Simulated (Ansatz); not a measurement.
Al3H3 (the lowest singlet isomer of a short search). Charge 0, multiplicity 1. Geometry PBE-D4/def2-TZVP, basis def2-TZVP, Ansatz.

Cartesian coordinates in Å:
```
Al -1.301 0.098 -0.503
Al -0.743 -0.371 1.853
Al 1.115 0.621 0.570
H 0.138 -1.015 0.179
H -1.794 -0.142 -2.023
H 2.584 0.809 -0.076
```

| run | HOMO (eV) | LUMO (eV) |
| --- | --- | --- |
| A | -6.01 | -2.55 |
| B | -5.35 | -3.10 |
| C | -7.70 | -0.86 |
| D | -5.00 | -2.96 |
| E | -8.20 | -0.81 |
| F | -5.19 | -3.18 |

LC-ωPBE has ω = 0.4 bohr⁻¹. The structure comes from a short search, and lower isomers may exist.

Q: The runs used BLYP, LC-ωPBE, PBE, PBE0, r2SCAN, ωB97M-V. Estimate which is which.

A: A PBE0 (25 % exact exchange); B r2SCAN (0 % exact exchange); C ωB97M-V (range-separated); D BLYP (0 % exact exchange); E LC-ωPBE (range-separated); F PBE (0 % exact exchange). Exact exchange lowers occupied and raises empty levels; among semilocal functionals meta-GGAs tend to open the gap a little, and such runs are hard to tell apart. The gap grows from 2.01 eV (PBE) to 7.38 eV (LC-ωPBE). The restricted singlet is unstable towards broken spin symmetry in Hartree–Fock (as tested in another run); at PBE0-D4/def2-TZVP, r2SCAN-D4/def2-TZVP, ωB97M-V/def2-TZVP, BLYP-D4/def2-TZVP and others this wasn't settled.
